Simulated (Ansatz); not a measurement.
# An elementary step

Start structure (CH6NSi, doublet), relaxed at PBE0-D4/def2-TZVP:

```json
{"atom": "C1", "x (Å)": "-1.3094", "y (Å)": "-0.6626", "z (Å)": "0.4785"}
{"atom": "N2", "x (Å)": "0.0259", "y (Å)": "-0.3248", "z (Å)": "0.5744"}
{"atom": "Si3", "x (Å)": "0.8950", "y (Å)": "0.6403", "z (Å)": "-0.5679"}
{"atom": "H4", "x (Å)": "-1.7400", "y (Å)": "-1.3163", "z (Å)": "1.2222"}
{"atom": "H5", "x (Å)": "-1.8038", "y (Å)": "-0.5249", "z (Å)": "-0.4727"}
{"atom": "H6", "x (Å)": "0.4630", "y (Å)": "-0.5422", "z (Å)": "1.4548"}
{"atom": "H7", "x (Å)": "0.3810", "y (Å)": "2.0359", "z (Å)": "-0.6541"}
{"atom": "H8", "x (Å)": "2.3073", "y (Å)": "0.6556", "z (Å)": "-0.1122"}
{"atom": "H9", "x (Å)": "0.7809", "y (Å)": "0.0388", "z (Å)": "-1.9231"}
```

The step: CH₆NSi ([CH2][NH][SiH3]) → CH₆NSi ([NH][CH2][SiH3]); bonds formed: C1–Si3; bonds broken: N2–Si3. Ansatz 0.2.0; basis: def2-TZVPP and def2-QZVPP; cores frozen in the correlated methods; orbitals are unrestricted. Extrapolation: Hartree–Fock as exp(−7.88 √X), correlation as X^−2.97. Energies below are by CCSD(T) at an estimated basis limit (MP2 extrapolated from triple and quadruple zeta, plus CCSD(T) − MP2 in triple zeta).

(1) What are the electronic barrier and the energy of the step, from the start structure to the end structure? (Judge from chemistry; the value comes from the calculation.)

No T1 diagnostic of these runs exceeds 0.034. ⟨S²⟩ of the unrestricted Hartree–Fock references: 0.76 to 0.93 (a pure state has 0.75). The unrestricted reference is spin-contaminated, which hurts MP2 most.

## Answers

(1) The calculation gives: Barrier 1.689 eV; step energy 0.811 eV (uphill); reverse barrier, their difference, 0.879 eV. Barrier and step energy count from the start structure, the reverse barrier from the end structure.

The saddle point: One imaginary mode of 165i cm⁻¹.
| pair | start (Å) | saddle (Å) | end (Å) |
| --- | --- | --- | --- |
| C1–Si3 | 2.77 | 2.77 | 1.91 |
| N2–Si3 | 1.73 | 3.17 | 2.69 |

Zero-point energy (harmonic, PBE0-D4): ZPE is 1.763 eV at the start and 1.719 eV at the saddle, so the barrier goes from 1.689 to 1.646 eV.

First-order rate constant out of the start structure at 498 K by transition-state theory, with harmonic vibrational free energies alone and no tunnelling: ΔA‡ = 1.629 eV, so k = (kB T/h) exp(−ΔA‡/kB T) ≈ 10^-3 s⁻¹ (an order of magnitude at best: rotation, the number of equivalent paths and anharmonicity are left out).

Radical steps of this kind take place in plasma deposition and etching.

Labels in which every atom is bracketed show which atoms are joined, not bond orders.

For scale, one of the runs: CCSD(T)/def2-TZVPP, 188 basis functions, launched by `ansatz run in.yaml --threads 4 --pin off --events-out ev --progress --plain --max-ram 9574MiB`. Time: 2.8 min of wall clock on 4 CPU threads of an AMD EPYC; the host was shared. Peak host memory: 4.9 GiB.
